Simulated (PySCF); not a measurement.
## Assigning NMR signals

Numbering as in the mapped SMILES `[CH3:1][N:2]([CH3:3])[CH2:4][N:5]([CH3:6])[CH3:7]`; H(Xn) means a hydrogen on atom n.

Rapidly exchanging positions averaged, single conformer, in vacuum, non-relativistic. Structure optimised with GFN2-xTB; NMR shieldings at PBE0/pcSseg-1/GIAO; PySCF 2.14.0 with density-fitted response routines.

Shifts are taken against calculated references (same method and geometry level): $^{13}$C, $^{1}$H vs TMS.

**Question.** Assign these signals to the numbered atoms. $^{13}$C{$^{1}$H} NMR (computed): δ 85.0 (CH2), 44.0 (CH3).

**Answer.** 
85.0 → C4, sp3 CH2 bonded to 2 N: 2 electronegative neighbours deshield it
44.0 → C1/C3/C6/C7, methyl carbon bonded to N: deshielded by the electronegative neighbour

**Question.** Assign these signals to the numbered atoms. $^{1}$H NMR (500 MHz, computed): δ 2.53 (s, 2H), 2.24 (s, 12H).

**Answer.** 
| δ (ppm) | atoms | environment | reason |
| --- | --- | --- | --- |
| 2.53 | H(C4) | hydrogen on an sp3 CH2 bonded to 2 N | its carbon carries N, hence the downfield position |
| 2.24 | H(C1)/H(C3)/H(C6)/H(C7) | hydrogen on a methyl carbon bonded to N | its carbon carries N, an electronegative neighbour |

Shifts are as computed. Against solution values, carbons near 30 ppm lie about +3 ppm off and those near 130 ppm about +5 ppm. Of 1211 compounds with measured shifts, 218 miss one by over three times the rms of a fit or turn the order of signals round; such compounds aren't used in these exercises. Multiplicities follow the n + 1 count of equivalent neighbours, as no J values were calculated; m marks all less simple cases, F and P coupling included.
